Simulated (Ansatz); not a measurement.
# The Cl2 molecule under PBEsol: bond length and levels

Aim: take the Cl2 molecule, relax it, solve it once more at the final geometry, then switch on spin-orbit coupling.

Program: Ansatz 0.2.0. Level of theory: DFT PBEsol, plane waves (420 eV) with PAW, scalar-relativistic; PBE-made PAW files. These are calculated values, not measurements.

## (1) The system as given

A box of 12.0 × 12.3 × 12.6 Å, with unequal sides, keeps the periodic images far apart.

Coordinates:

```xyz
2
Lattice="12.0000 0.0000 0.0000 0.0000 12.3000 0.0000 0.0000 0.0000 12.6000" Properties=species:S:1:pos:R:3 pbc="T T T"
Cl    6.0000    6.1500    5.3000
Cl    6.0000    6.1500    7.3000
```

## (2) Geometry optimisation in the box

input.yaml reads:

```yaml
crystal:
  lattice:
    - [12.0, 0.0, 0.0]
    - [0.0, 12.3, 0.0]
    - [0.0, 0.0, 12.6]
  atoms:
    - { symbol: Cl, position: [0.5, 0.5, 0.4206349206] }
    - { symbol: Cl, position: [0.5, 0.5, 0.5793650794] }
hamiltonian:
  xc: pbesol
  pseudopotentials:
    kind: paw
    azcp:
      Cl: "pseudopotentials/Cl.paw.azcp"
basis:
  ecutwfc: 420
  fft_grid_basis: typed
kpoints:
  mp_grid: { grid: [1, 1, 1], shift: [0, 0, 0] }
magnetization:
  spin_polarized: false
scf:
  occupations: { method: fermi_dirac, width: 0.01 }
relax:
  max_steps: 60
  f_tol: 0.01
```

Further steps of the session: Energy at the relaxed bond length; With spin-orbit coupling.

What does the calculation give? Wanted: HOMO-LUMO gap; HOMO-LUMO gap with spin-orbit coupling.

The runs gave:

| quantity | value |
| --- | --- |
| bond length | 1.989 Å |
| HOMO-LUMO gap | 3.01 eV |
| HOMO-LUMO gap with spin-orbit coupling | 2.96 eV |

PBEsol gives a bond of 1.989 Å. The spin-orbit run has a gap of 2.96 eV against 3.01 eV. The total energy of the spin-orbit run lies -9 meV/atom from the scalar one; mesh and treatment of the core enter this figure, so it is no spin-orbit energy.
